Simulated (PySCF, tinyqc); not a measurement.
FCI on RHF in the sto-6g basis, frozen core, for LiH, spin multiplicity 1, step by step. The lowest restricted solution is unstable here: a spin-polarised one lies 0.0224 hartree lower (PySCF). One step of it, computed by the program tinyqc.

Problem. FCI: determinants and Hamiltonian. Slater-Condon rules over spin orbitals, with the nuclear repulsion and the energy of the frozen orbital added and E(HF) subtracted on the diagonal. Only determinants linked to the reference directly or through others are kept (one block of an abelian symmetry group), so some states are absent.

one-electron integrals dressed by the frozen orbital, h + 2 (pq|11) - (p1|1q) (hartree), lower triangle:
```
           2          3          4          5          6
2  -0.648594
3   0.066244  -0.326546
4   0.000000   0.000000  -0.289247
5   0.000000   0.000000   0.000000  -0.289247
6  -0.105238   0.075448   0.000000   0.000000  -0.344897
```

energy of the frozen orbital, 2 h_11 + (11|11) = -7.65355913 hartree

Two-electron integrals over orbitals (pq|rs), unique and non-zero (hartree); the lowest 1 orbital is frozen and left out:
```
(22|22) 0.435391    (32|22) -0.066244   (32|32) 0.028406    (33|22) 0.210476
(33|32) 0.017630    (33|33) 0.321645    (42|42) 0.020392    (43|42) 0.021145
(43|43) 0.041652    (44|22) 0.232376    (44|32) 0.019718    (44|33) 0.277695
(44|44) 0.313125    (52|52) 0.020392    (53|52) 0.021145    (53|53) 0.041652
(54|54) 0.016875    (55|22) 0.232376    (55|32) 0.019718    (55|33) 0.277695
(55|44) 0.279374    (55|55) 0.313125    (62|22) 0.105238    (62|32) -0.052367
(62|33) -0.017558   (62|44) -0.044196   (62|55) -0.044196   (62|62) 0.133896
(63|22) -0.063907   (63|32) 0.023621    (63|33) 0.037431    (63|44) 0.011721
(63|55) 0.011721    (63|62) -0.043762   (63|63) 0.036250    (64|42) -0.017321
(64|43) -0.010726   (64|64) 0.018495    (65|52) -0.017321   (65|53) -0.010726
(65|65) 0.018495    (66|22) 0.401626    (66|32) -0.049448   (66|33) 0.239196
(66|44) 0.253833    (66|55) 0.253833    (66|62) 0.078240    (66|63) -0.046232
(66|66) 0.392643
```

nuclear repulsion = 0.64876650 hartree

Hartree-Fock energy = -7.86658954 hartree

Give: determinants; H - E(HF) between determinants.

Solution.

Occupation strings over the orbitals (2 doubly, a alpha, b beta, 0 empty; spin orbitals ordered 1a 1b 2a 2b ...): 220000 2ab000 2a000b 2ba000 2b000a 202000 20a00b 200200 200020 20b00a 200002

H - E(HF) between determinants (hartree), lower triangle:
```
        220000  2ab000  2a000b  2ba000  2b000a  202000  20a00b  200200
220000   0.000
2ab000   0.000   0.097
2a000b   0.000   0.012   0.270
2ba000   0.000  -0.028   0.052   0.097
2b000a   0.000   0.052  -0.134   0.012   0.270
202000   0.028   0.084   0.024  -0.084  -0.024   0.530
20a00b  -0.052   0.024   0.017   0.123   0.044   0.113   0.430
200200   0.020   0.021  -0.017  -0.021   0.017   0.042  -0.011   0.596
200020   0.020   0.021  -0.017  -0.021   0.017   0.042  -0.011   0.017
20b00a   0.052   0.123   0.044   0.024   0.017  -0.113  -0.036   0.011
200002   0.134  -0.044  -0.027   0.044   0.027   0.036   0.029   0.018

        200020  20b00a  200002
200020   0.596
20b00a   0.011   0.430
200002   0.018  -0.029   0.565
```
